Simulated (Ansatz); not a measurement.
A nudged elastic band was laid between two geometries of CH₂NO (5 atoms, charge 0, multiplicity 2).

Method: UKS PBE0/def2-SVP (Ansatz).

```
movable images  : 9
climbing image  : yes
spring          : 5.0 eV/Å²
optimiser       : quadratic models (default)
start path      : through a guess of the saddle point
force threshold : 0.03 eV/Å
iteration limit : 60
end points      : relaxed
```

Initial state:

```xyz
5
Properties=species:S:1:pos:R:3
N -0.907 -0.211 -0.260
C 0.164 0.424 -0.274
O 1.256 0.221 0.419
H -1.641 0.117 -0.885
H 1.129 -0.552 1.000
```

Final state:

```xyz
5
Properties=species:S:1:pos:R:3
N -0.886 0.352 -0.718
C 0.268 0.602 -0.372
O 1.176 0.131 0.455
H -1.393 -0.440 -0.303
H 0.836 -0.646 0.938
```

**Question.** Which bonds break or form, and what moves?

**Answer.** No bond is made or broken. The dihedral H4–N1–C2–O3 changes from -180 to 0° by way of a nearly straight angle H4–N1–C2 (up to 175°), not by a turn about the bond.

**Question.** What energy profile does the band end with?

**Answer.** The forces met the threshold. The highest image is number 6 of 0 to 10, 15.6 kcal/mol above the first end and 6.9 kcal/mol above the last; the last end lies 8.7 kcal/mol above the first. A vibrational analysis at the climbing image gives one clearly imaginary mode, 798i cm⁻¹: a first-order saddle point.

```
image  path coordinate (Å)  energy (kcal/mol)  angle H4–N1–C2 (°)
    0                 0.00                0.0                 117
    1                 0.13                0.6                 123
    2                 0.25                2.7                 132
    3                 0.38                6.2                 143
    4                 0.51               10.5                 156
    5                 0.63               14.2                 170
    6                 0.76               15.6                 175
    7                 0.92               13.9                 156
    8                 1.09               11.1                 140
    9                 1.25                9.3                 128
   10                 1.41                8.7                 120
```

**Question.** What is the geometry of the highest image?

**Answer.** 
```xyz
5
Properties=species:S:1:pos:R:3:forces:R:3
N -0.846 0.159 -0.482 0.00 -0.01 -0.01
C 0.223 0.652 -0.188 0.00 0.00 0.01
O 1.253 0.209 0.526 0.00 0.00 0.00
H -1.687 -0.329 -0.703 0.00 0.00 0.00
H 1.056 -0.691 0.847 0.00 0.00 0.00
```

**Question.** What are the harmonic wavenumbers there?

**Answer.** 798i, 281, 578, 588, 1102, 1272, 1973, 3637, 3902 cm⁻¹.

Run time: 3 min on 1 CPU thread of a shared host.
